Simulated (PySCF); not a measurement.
Isomers of C5H7F. Method: PySCF, PBE0-D3(BJ)/def2-SVP geometry optimisation, gas phase. One conformer each; no zero-point energy, no entropy. No frequencies were run at this level. Point groups hold within 0.08 Å.

**Question.** Rank from lowest to highest electronic energy at this level (kcal/mol).
A. `[F:1][C@H:2]1[CH:3]=[CH:4][CH2:5][CH2:6]1` with F1–C2–C3–C4 103°, C3–C4–C5–C6 12°, C4–C5–C6–C2 -20°, F1–C2–C6–C5 -96°
B. `[CH2:1]=[CH:2]/[CH:3]=[CH:4]\[CH2:5][F:6]` with C1–C2–C3–C4 -178°, C3–C4–C5–F6 -136°
C. `C[C@@]12C[C@@H]1[C@H]2F`
D. `[CH2:1]=[CH:2][C:3](=[CH2:4])[CH2:5][F:6]` with C1–C2–C3–C4 179°, C2–C3–C5–F6 -179°

**Answer.** A (0.0), D (21.1), B (22.7), C (32.3).

As drawn, the lowest has a C=C bond outside aromatic rings, which the highest lacks; the highest has a three-membered ring and a quaternary carbon, which the lowest lacks. Neighbours under 2.5 kcal/mol apart (C=CC(=C)CF and C=C/C=C\CF) can change places with a better method, another conformer or zero-point energy.

```tsv
SMILES	E (Eh)	E rel (kcal/mol)	dipole (D)	point group	A, B, C (MHz)
F[C@H]1C=CCC1	-294.02665	0.0	1.87	C1	6098, 3552, 2725
C=CC(=C)CF	-293.99310	21.1	1.49	Cs	6392, 2488, 1812
C=C/C=C\CF	-293.99043	22.7	1.82	C1	12457, 1478, 1375
C[C@@]12C[C@@H]1[C@H]2F	-293.97520	32.3	1.46	C1	5402, 3728, 2551
```
